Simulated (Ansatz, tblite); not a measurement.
**PPAsAs tetrahedron (As₂P₂): a ladder of methods and basis sets**

The task here is to estimate one member of a computed series from the others.

Program: Ansatz 0.2.0, Gaussian basis. Level of theory: as each input shows. These are calculated values, not measurements.

Plan: GFN1-xTB, GFN2-xTB, PBE-D4/def2-TZVP, r2SCAN-D4/def2-TZVP, ωB97X-V/def2-TZVP, r2SCAN0-D4/def2-TZVP, LDA/def2-TZVP, revPBE-D4/def2-TZVP, B2PLYP/def2-TZVP, LC-ωPBE/def2-TZVP, BLYP-D4/def2-TZVP, PBE-D4/def2-SVP, PBE0-D4/def2-SVP, HF/6-31G, B3LYP-D4/6-31G, CCSD(T)/def2-TZVPP, MP2/def2-TZVP, RPA/def2-TZVP.

## The structure

The geometry is that of the singlet, from an earlier relaxation (r2SCAN-D4/def2-SVP).

4 atoms, charge 0, spin multiplicity 1.

Bond lengths: P1–As3 2.331 Å, P1–As4 2.331 Å, P2–As3 2.331 Å, P2–As4 2.331 Å, As3–As4 2.427 Å. Angles: As3–P1–As4 62.8°, As3–P2–As4 62.8°, P1–As3–P2 56.9°, P1–As3–As4 58.6°, P2–As3–As4 58.6°, P1–As4–P2 56.9°, P1–As4–As3 58.6°, P2–As4–As3 58.6°.

PBE0-D4/def2-TZVP was run before; its log isn't repeated, and its numbers join the tables.

The first run:

Tight binding, by tblite at 300 K electronic temperature and without a spin-polarisation term:

```python
tblite.interface.Calculator('GFN1-xTB', numbers, positions, charge=0, uhf=0).singlepoint()
```

Tight binding, by tblite at 300 K electronic temperature and without a spin-polarisation term:

```python
tblite.interface.Calculator('GFN2-xTB', numbers, positions, charge=0, uhf=0).singlepoint()
```

start.molden holds the orbitals of an earlier run on this state, given as this run's starting guess.

File in.yaml:

```yaml
crystal:
  periodic: [false, false, false]
  atoms:
    - {symbol: P, position_ang: [-0.943424, -0.902907, -0.458747]}
    - {symbol: P, position_ang: [-0.679308, 1.165852, 0.308335]}
    - {symbol: As, position_ang: [0.981021, 0.267150, -1.058264]}
    - {symbol: As, position_ang: [0.641711, -0.530095, 1.208675]}
basis:
  gaussian: {orbitals: def2-TZVP, initial_orbitals: start.molden}
hamiltonian: {xc: pbe, dispersion: d4}
scf: {omitted_lower_state_checks: [starts]}
output: {forces: true, orbitals: {seedname: orbitals}}
```

Launch:

```console
$ ansatz run in.yaml --threads 4 --pin off --events-out ev --progress --plain --max-ram 3916MiB
```

Among the steps run: PBE-D4/def2-TZVP; r2SCAN-D4/def2-TZVP; ωB97X-V/def2-TZVP; r2SCAN0-D4/def2-TZVP; LDA/def2-TZVP; revPBE-D4/def2-TZVP; B2PLYP/def2-TZVP; LC-ωPBE/def2-TZVP; BLYP-D4/def2-TZVP; PBE-D4/def2-SVP; PBE0-D4/def2-SVP; HF/6-31G; B3LYP-D4/6-31G; CCSD(T)/def2-TZVPP; MP2/def2-TZVP; RPA/def2-TZVP.

One table of the session follows, with a row left open; its other results are not shown here.

It belongs to the step «Levels side by side». 

```
               level  HOMO (eV)  gap (eV)
            HF/6-31G      -9.71     10.93
       LDA/def2-TZVP      -6.42      4.39
     PBE-D4/def2-SVP      -6.30      4.51
    PBE-D4/def2-TZVP      -6.25      4.43
 revPBE-D4/def2-TZVP      -6.20      4.45
   BLYP-D4/def2-TZVP      -6.01      4.35
 r2SCAN-D4/def2-TZVP      -6.53      4.78
      B3LYP-D4/6-31G      -7.40      5.81
    PBE0-D4/def2-SVP      -7.32      6.22
   PBE0-D4/def2-TZVP      -7.22      6.13
r2SCAN0-D4/def2-TZVP      -7.39      6.33
   LC-ωPBE/def2-TZVP      -9.59     10.47
   ωB97X-V/def2-TZVP          ?         ?
```

Estimate the missing values for ωB97X-V/def2-TZVP.

**Answer.** HOMO (eV): -9.27; gap (eV): 10.12. In the column «HOMO (eV)» it lies between LC-ωPBE/def2-TZVP (-9.59) and B3LYP-D4/6-31G (-7.40).
